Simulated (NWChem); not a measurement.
Correlation energy of Li2

```xyz
2

Li     0.0000     0.0000     1.3936
Li     0.0000     0.0000    -1.3936
```
Charge 0, spin multiplicity 1.

All runs are NWChem calculations. The geometry was optimised at PBE0/def2-SVP, a minimum by its harmonic frequencies.

Basis set: 6-31G*. Each correlation energy counts from its own Hartree-Fock reference.

```tsv
method	correlation energy (mHa)	difference from CCSD(T)
MP2	-19.5	+11.1
SCS-MP2	-23.3	+7.3
CCSD	-30.5	+0.1
CCSD+T(CCSD)	-30.6	0.0
CCSD(T)	-30.6	0.0
CR-CCSD[T]	-30.6	0.0
CR-CCSD(T)	-30.6	0.0
CCSDT	-30.6	0.0
```

The values span 11.1 mHa, from CCSDT (lowest) to MP2 (highest). 

The correlated methods freeze no orbitals. The Pople sets run with spherical d functions. The structure started from a generated list of species. Coupled-cluster values serve here as a point of comparison, not as the truth.
